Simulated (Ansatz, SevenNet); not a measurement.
Lattice constant a (Å) of 25 elemental solids other than molecular ones, computed with the machine-learned potential SevenNet-l3i5 (trained on PBE and PBE+U data) and with PBE (plane waves, PAW; Ansatz, a first-principles code). The set holds measured phases with no doubt noted on the run or the magnetic state but for the caveats below. 20 more of the class have both values but aren't in it, for one of these reasons: built or high-temperature cells, doubts on the run or the magnetic state, unlike cells, values of zero, layered or molecular crystals, cells that aren't cubic. Solids without a value at one level (not run, failed, or a magnetic order lost), or held back for tests, aren't counted.

All rows, in order of the shift (worked out from unrounded values):

| solid | SevenNet-l3i5 | PBE | shift (%) |
|---|---|---|---|
| bcc Ba | 5.058 | 5.021 | -0.73 |
| fcc Rh | 3.848 | 3.830 | -0.46 |
| fcc Ag | 4.165 | 4.147 | -0.43 |
| bcc Fe | 2.843 | 2.831 | -0.41 |
| bcc Mo | 3.171 | 3.161 | -0.34 |
| bcc Nb | 3.321 | 3.310 | -0.32 |
| fcc Pd | 3.955 | 3.943 | -0.29 |
| fcc Au | 4.170 | 4.158 | -0.29 |
| fcc Pt | 3.977 | 3.970 | -0.17 |
| bcc W | 3.189 | 3.184 | -0.17 |
| fcc Ir | 3.876 | 3.871 | -0.14 |
| bcc Ta | 3.322 | 3.319 | -0.08 |
| fcc Ca | 5.529 | 5.526 | -0.05 |
| bcc V | 2.997 | 2.997 | 0.00 |
| fcc Sr | 6.029 | 6.030 | +0.01 |
| diamond | 3.571 | 3.572 | +0.02 |
| fcc Pb | 5.039 | 5.040 | +0.03 |
| grey tin (α-Sn) | 6.654 | 6.655 | +0.03 |
| fcc Al | 4.038 | 4.040 | +0.03 |
| diamond-structure Si | 5.467 | 5.470 | +0.06 |
| fcc Ni | 3.512 | 3.519 | +0.19 |
| diamond-structure Ge | 5.750 | 5.761 | +0.20 |
| bcc Na | 4.188 | 4.197 | +0.22 |
| bcc Li | 3.426 | 3.435 | +0.24 |
| fcc Cu | 3.613 | 3.629 | +0.45 |

The shift from SevenNet-l3i5 to PBE has a median of -0.05 %, and eight in ten lie between -0.42 % and +0.21 %; PBE is the larger in 11 of 25.

Ansatz's runs of these crystals have no spin polarisation, but for bcc Fe, fcc Ni.

Density-functional runs with spin start from parallel moments for bcc Fe, parallel moments for fcc Ni.

Spin–orbit coupling is left out, also for the solids with elements from indium on (bcc Ta, fcc Pt, bcc Ba, grey tin (α-Sn), bcc W, fcc Ir, fcc Pb, fcc Au); its size isn't shown.

Caveats: the gap of the solid is closed in this run (PBE: diamond-structure Ge). Ansatz's density-functional and Hartree–Fock values are scalar-relativistic unless marked +SOC, with PAW data made under PBE.
